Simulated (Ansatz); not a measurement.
Two shapes of singlet SO₂.

Shape 1:

```xyz
3

S     0.0000    0.0000   -0.3713
O     0.0000    1.2504    0.3713
O     0.0000   -1.2504    0.3713
```

Shape 2:

```xyz
3

S     0.0000    0.0000   -0.3416
O     0.0000    1.1504    0.3416
O     0.0000   -1.1504    0.3416
```

Basis set: 6-31G* (spherical functions). Left uncorrelated: 7 orbitals. Charge 0, multiplicity 1.

Computed with Ansatz (development build ahead of 0.2.0); each method stands on the lowest determinant of its kind that the runs found.

**Question.** Which shape is lower in energy, and by how much in each method?

**Answer.**

```csv
method,E(2) − E(1) (eV)
RHF,0.469
RHF-MP2,1.471
```

Shape 1 is lower. Caution: no unrestricted run beside it, a lower state can exist.
